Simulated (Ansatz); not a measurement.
A made-up structure of CH4AlO (charge -1), closed shell:

```
7
angstrom
O -1.7510 -0.7262 -0.8563
C -0.1810 -0.5036 -0.7474
Al 0.9326 0.5266 0.6707
H -2.1812 -0.2194 -0.0128
H 0.3320 -1.0743 -1.7010
H 0.1104 1.3585 2.0721
H 2.7381 0.6384 0.5747
```

It is relaxed with PBE-D4/def2-SVPD and then PBE0-D4/def2-TZVPD (Ansatz 0.2.0). Atoms count as bonded within 1.22 times the sum of their covalent radii (H–H: 0.88 Å). The end point is not checked to be a true minimum.

Q: Does its bonding change? (A judgement: the text doesn't fix the answer.)

A: Computed: No: no bond forms or breaks.

Where it ends: The first stage lowers the energy by 1.27 eV in 6 steps. It ends as CH₄AlO ([OH][CH][AlH2]), total charge -1:
```csv
atom,x (Å),y (Å),z (Å)
O1,-1.5632,-0.6473,-0.7635
C2,-0.1611,-0.4501,-0.6681
Al3,0.8331,0.4699,0.5981
H4,-1.9456,-0.1949,-0.0094
H5,0.2952,-0.9604,-1.5200
H6,0.0965,1.2119,1.8483
H7,2.4451,0.5709,0.5146
```

Labels in which every atom is bracketed show which atoms are joined, not bond orders.

For scale, one of the runs: PBE0-D4/def2-TZVPD relaxation, 156 basis functions, launched by `ansatz run in.yaml --threads 2 --pin off --events-out ev --progress --plain --max-ram 4352MiB`. The run took about 21 s on 2 CPU threads of an Arm Neoverse V2 (shared host).
